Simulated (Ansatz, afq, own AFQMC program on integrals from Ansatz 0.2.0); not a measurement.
AFQMC on a folder of integrals that Ansatz 0.2.0 wrote.

```yaml
crystal:
  periodic: [false, false, false]
  atoms:
    - {symbol: Si, position_ang: [0.015344, -0.033633, 0.559356]}
    - {symbol: O, position_ang: [0.015344, 0.087800, -1.084087]}
    - {symbol: H, position_ang: [1.218908, -0.755071, 1.057112]}
    - {symbol: H, position_ang: [0.015344, 1.356298, 1.069307]}
    - {symbol: H, position_ang: [-1.188220, -0.755071, 1.057112]}
    - {symbol: H, position_ang: [-0.717123, -0.302682, -1.561439]}
basis:
  gaussian: {orbitals: 6-31G}
magnetization: {spin_polarized: false}
correlation: {method: ccsd_t, electrons: outside_noble_gas, hamiltonian_folder: ham}
```

```sh
$ ansatz run in.yaml --threads 1 --pin off --events-out ev --progress --plain --max-ram 1382MiB
```

afq runs on the folder ham with

```
--method phaseless --trial hf --walkers 140 --populations 1 --least-time 40 --time-step 0.005 --steps-per-block 20 --equilibration-blocks 160 --max-blocks 600 --target-error 0.0027 --factor-cut 1e-05 --seed 815 --taylor-order 6
```

Times are imaginary, in 1/Eh. The walk had a cap of 533 s.

```
orbitals 24  electrons 7 7  factors 169 of 343
reference energy -366.03716038 Eh
CCSD correlation -0.19892636 Eh in 9 cycles, weight of the determinant in the CISD state 0.9165
energy of the start -366.037160 Eh
 block  time / (1/Eh)  mean weight  energy / Eh
     1     0.100  1.0019  -366.081233
     2     0.200  1.0019  -366.111210
     3     0.300  1.0016  -366.146213
     4     0.400  1.0015  -366.155008
     5     0.500  1.0000  -366.161054
     7     0.700  1.0023  -366.196960
     9     0.900  1.0012  -366.204837
    15     1.500  1.0007  -366.224021
    43     4.300  1.0004  -366.215962
    71     7.100  1.0005  -366.243835
    99     9.900  1.0016  -366.274712
   127    12.700  1.0011  -366.246616
   155    15.500  0.9988  -366.244387
   183    18.300  1.0018  -366.272261
   211    21.100  1.0000  -366.256962
   239    23.900  1.0009  -366.292261
   267    26.700  0.9989  -366.249935
   295    29.500  0.9984  -366.231729
   323    32.300  1.0003  -366.235933
   351    35.100  1.0001  -366.270470
   379    37.900  1.0000  -366.203804
   407    40.700  1.0005  -366.262391
   435    43.500  1.0000  -366.325095
   463    46.300  0.9990  -366.217814
   491    49.100  0.9995  -366.249226
   519    51.900  1.0004  -366.218838
   547    54.700  0.9990  -366.261905
   575    57.500  0.9981  -366.240314
blocks merged  error / Eh  count
     1  0.001137  420
     2  0.001468  210
     4  0.001860  105
     8  0.002237  52
    16  0.002682  26
    32  0.002892  13
energy -366.246837 +/- 0.002682 Eh
(rows thinned)
```

(1) Estimate how long the walk took on 1 thread of Arm Neoverse V2, with other jobs on the host.

The run passed its tests (sampling time, drift between the halves within three errors, error under three times the target), which doesn't prove that it has relaxed.

Against this walk (error 73.0 meV) on the same determinant: CCSD(T) 221.7 meV higher, a separate phaseless walk with a CISD trial and standard settings 183.7 ± 74.1 meV higher. The error is statistical and leaves out the bias of the constraint. None of these is a sure reference here.

Cautions: constraint bias not in the error.

## Answers

(1) 68 s of wall time.
